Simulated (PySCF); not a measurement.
# F2H2P2 (PF2PH2): the cost of one run

The runs use PySCF 2.14.0, with density-fitted response routines of our own; the level of theory stands in each step. All values are computed, except where a source is named. Atoms count from 0, in the outputs and in this text.

## (1) Starting geometry

6 atoms, charge 0, multiplicity 1; geometry from: GFN2-xTB. The atoms were then displaced at random by about 0.01 Å, so the start is not that level's minimum.

Bonds of the start (Å): F0–P1 1.63, P1–F2 1.62, P1–P3 2.22, P3–H4 1.38, P3–H5 1.38.

## (2) Geometry optimisation at PBE0-D3(BJ)/def2-SVP

The job: settings as JSON, then the geometry in Å.

```
{"job": {"xc": "PBE0", "basis": "def2-SVP", "d3": "d3bj", "grid": 1, "shake": 0.01, "kind": "geom"}, "charge": 0, "multiplicity": 1}
F     -1.500580    -1.015610    -0.860070
P     -0.818240     0.410220    -0.474130
F     -1.715250     0.621630     0.863270
P      1.008610    -0.420140     0.483180
H      1.449230     0.864340     0.704580
H      1.600400    -0.490460    -0.761510
```

Command:

```
OMP_NUM_THREADS=1 python probes_run.py task.json out
```

The driver reads the jobs from task.json and runs them one after another.

**Question.** How long does this first job take on 1 thread of Arm Neoverse V1, shared host, and how much memory does it need?

About 12 s, with a peak of 0.37 GiB.
